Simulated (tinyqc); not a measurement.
Worked calculation: MP2 on RHF in the sto-3g basis, for H2F+, spin multiplicity 1. One step of it, computed by the program tinyqc.

Question. Second-order Moller-Plesset energy. E2 = sum_ijab (ia|jb) [2 (ia|jb) - (ib|ja)] / (e_i + e_j - e_a - e_b) over occupied i, j and virtual a, b; the opposite-spin part is (ia|jb)^2 / denominator, the rest is same-spin, and SCS-MP2 scales them by 6/5 and 1/3.

orbital energies (hartree): MO1 -26.629440, MO2 -2.047270, MO3 -1.152355, MO4 -1.081470, MO5 -1.038827, MO6 -0.030437, MO7 0.083686

Two-electron integrals over orbitals (pq|rs), unique and non-zero (hartree):
```
(11|11) 5.362726    (21|11) -0.502954   (21|21) 0.074975    (22|11) 1.203282
(22|21) -0.019121   (22|22) 0.860975    (31|31) 0.017989    (32|31) 0.026406
(32|32) 0.157660    (33|11) 0.998121    (33|21) -0.008371   (33|22) 0.762665
(33|33) 0.740303    (41|11) 0.143826    (41|21) -0.018372   (41|22) 0.014839
(41|33) 0.005379    (41|41) 0.027724    (42|11) -0.104646   (42|21) 0.008637
(42|22) 0.000463    (42|33) -0.009495   (42|41) 0.027786    (42|42) 0.155427
(43|31) -0.004442   (43|32) 0.003888    (43|43) 0.050472    (44|11) 1.129219
(44|21) -0.014200   (44|22) 0.798816    (44|33) 0.707624    (44|41) -0.010559
(44|42) -0.090790   (44|44) 0.861362    (51|51) 0.029591    (52|51) 0.039041
(52|52) 0.181120    (53|53) 0.038810    (54|51) -0.010450   (54|52) -0.037940
(54|54) 0.054199    (55|11) 1.264014    (55|21) -0.014155   (55|22) 0.879979
(55|33) 0.751523    (55|41) 0.004117    (55|42) -0.057524   (55|44) 0.819639
(55|55) 0.997514    (61|11) 0.200360    (61|21) -0.031928   (61|22) 0.002613
(61|33) 0.001923    (61|41) -0.005842   (61|42) -0.020603   (61|44) 0.014183
(61|55) 0.005536    (61|61) 0.021655    (62|11) -0.283324   (62|21) 0.006650
(62|22) -0.147021   (62|33) -0.094721   (62|41) -0.018768   (62|42) -0.044011
(62|44) -0.090435   (62|55) -0.147958   (62|61) 0.007018    (62|62) 0.080788
(63|31) -0.004492   (63|32) 0.017046    (63|43) 0.016250    (63|63) 0.059802
(64|11) -0.295260   (64|21) 0.004114    (64|22) -0.152508   (64|33) -0.096244
(64|41) -0.003626   (64|42) 0.026226    (64|44) -0.161356   (64|55) -0.162675
(64|61) -0.000255   (64|62) 0.060761    (64|64) 0.089101    (65|51) -0.012926
(65|52) -0.050127   (65|54) -0.008985   (65|65) 0.026590    (66|11) 0.724177
(66|21) -0.005727   (66|22) 0.588587    (66|33) 0.561542    (66|41) 0.016453
(66|42) 0.067408    (66|44) 0.549086    (66|55) 0.561033    (66|61) -0.006318
(66|62) -0.063224   (66|64) -0.032942   (66|66) 0.554989    (71|31) -0.016594
(71|32) -0.023357   (71|43) 0.004202    (71|63) 0.003779    (71|71) 0.015325
(72|31) -0.017095   (72|32) -0.062787   (72|43) 0.026571    (72|63) 0.027322
(72|71) 0.015200    (72|72) 0.053798    (73|11) -0.417193   (73|21) 0.008352
(73|22) -0.200296   (73|33) -0.163589   (73|41) 0.001306    (73|42) 0.065333
(73|44) -0.187650   (73|55) -0.226838   (73|61) -0.005489   (73|62) 0.067274
(73|64) 0.096401    (73|66) -0.021324   (73|73) 0.161084    (74|31) 0.008223
(74|32) 0.060928    (74|43) -0.004461   (74|63) 0.042781    (74|71) -0.007605
(74|72) -0.009604   (74|74) 0.054751    (75|53) -0.025028   (75|75) 0.018645
(76|31) 0.009046    (76|32) 0.087144    (76|43) 0.049611    (76|63) 0.072018
(76|71) -0.008270   (76|72) 0.010896    (76|74) 0.065529    (76|76) 0.151364
(77|11) 0.769264    (77|21) -0.006949   (77|22) 0.603601    (77|33) 0.607003
(77|41) 0.003819    (77|42) 0.013866    (77|44) 0.578016    (77|55) 0.587327
(77|61) 0.001606    (77|62) -0.042924   (77|64) -0.027014   (77|66) 0.544096
(77|73) -0.054619   (77|77) 0.574906
```

Hartree-Fock energy = -98.85319341 hartree

Give: Terms; Pair energies; MP2 correlation energy; SCS-MP2 correlation energy; MP2 total energy.

Answer.

Terms:

| i | j | a | b | (ia\|jb) | (ib\|ja) | denominator | term |
|---|---|---|---|---|---|---|---|
| 3 | 3 | 7 | 7 | 0.1611 | 0.1611 | -2.4721 | -0.0105 |
| 3 | 4 | 7 | 6 | 0.0964 | 0.0428 | -2.2871 | -0.0063 |
| 4 | 3 | 6 | 7 | 0.0964 | 0.0428 | -2.2871 | -0.0063 |
| 4 | 4 | 6 | 6 | 0.0891 | 0.0891 | -2.1021 | -0.0038 |
| 2 | 3 | 6 | 7 | 0.0673 | 0.0273 | -3.2529 | -0.0022 |
| 3 | 2 | 7 | 6 | 0.0673 | 0.0273 | -3.2529 | -0.0022 |
| 2 | 2 | 6 | 6 | 0.0808 | 0.0808 | -4.0337 | -0.0016 |
| 3 | 3 | 6 | 6 | 0.0598 | 0.0598 | -2.2438 | -0.0016 |
| 4 | 4 | 7 | 7 | 0.0548 | 0.0548 | -2.3303 | -0.0013 |
| 4 | 2 | 6 | 6 | 0.0608 | 0.0608 | -3.0679 | -0.0012 |
| 2 | 4 | 6 | 6 | 0.0608 | 0.0608 | -3.0679 | -0.0012 |
| 2 | 2 | 7 | 7 | 0.0538 | 0.0538 | -4.2619 | -0.0007 |
| 5 | 5 | 6 | 6 | 0.0266 | 0.0266 | -2.0168 | -3.51e-04 |
| 3 | 4 | 6 | 7 | 0.0428 | 0.0964 | -2.2871 | 2.03e-04 |
| 4 | 3 | 7 | 6 | 0.0428 | 0.0964 | -2.2871 | 2.03e-04 |
| 5 | 5 | 7 | 7 | 0.0186 | 0.0186 | -2.2450 | -1.55e-04 |
| 3 | 2 | 6 | 7 | 0.0273 | 0.0673 | -3.2529 | 1.06e-04 |
| 2 | 3 | 7 | 6 | 0.0273 | 0.0673 | -3.2529 | 1.06e-04 |
| 4 | 2 | 7 | 7 | -0.0096 | -0.0096 | -3.2961 | -2.80e-05 |
| 2 | 4 | 7 | 7 | -0.0096 | -0.0096 | -3.2961 | -2.80e-05 |
| 1 | 1 | 6 | 6 | 0.0217 | 0.0217 | -53.1980 | -8.81e-06 |
| 2 | 1 | 7 | 7 | 0.0152 | 0.0152 | -28.8441 | -8.01e-06 |
| 1 | 2 | 7 | 7 | 0.0152 | 0.0152 | -28.8441 | -8.01e-06 |
| 1 | 1 | 7 | 7 | 0.0153 | 0.0153 | -53.4263 | -4.40e-06 |
| 1 | 3 | 6 | 7 | -0.0055 | 0.0038 | -27.8350 | -2.91e-06 |
| 3 | 1 | 7 | 6 | -0.0055 | 0.0038 | -27.8350 | -2.91e-06 |
| 1 | 4 | 7 | 7 | -0.0076 | -0.0076 | -27.8783 | -2.07e-06 |
| 4 | 1 | 7 | 7 | -0.0076 | -0.0076 | -27.8783 | -2.07e-06 |
| 1 | 3 | 7 | 6 | 0.0038 | -0.0055 | -27.8350 | -1.77e-06 |
| 3 | 1 | 6 | 7 | 0.0038 | -0.0055 | -27.8350 | -1.77e-06 |
| 2 | 1 | 6 | 6 | 0.0070 | 0.0070 | -28.6158 | -1.72e-06 |
| 1 | 2 | 6 | 6 | 0.0070 | 0.0070 | -28.6158 | -1.72e-06 |
| 1 | 4 | 6 | 6 | -2.55e-04 | -2.55e-04 | -27.6500 | -2.35e-09 |
| 4 | 1 | 6 | 6 | -2.55e-04 | -2.55e-04 | -27.6500 | -2.35e-09 |

Pair energies (hartree; pair i-j sums ij and ji):

| pair | opposite spin | same spin |
|---|---|---|
| 1-1 | -1.32e-05 | 0.0000 |
| 2-1 | -1.95e-05 | 0.0000 |
| 2-2 | -0.0023 | 0.0000 |
| 3-1 | -3.19e-06 | -6.17e-06 |
| 3-2 | -0.0032 | -0.0010 |
| 3-3 | -0.0121 | 0.0000 |
| 4-1 | -4.15e-06 | 0.0000 |
| 4-2 | -0.0025 | 0.0000 |
| 4-3 | -0.0097 | -0.0025 |
| 4-4 | -0.0051 | 0.0000 |
| 5-5 | -0.0005 | 0.0000 |

MP2 correlation energy = -0.038929 hartree

SCS-MP2 correlation energy = -0.043680 hartree

MP2 total energy = -98.892123 hartree
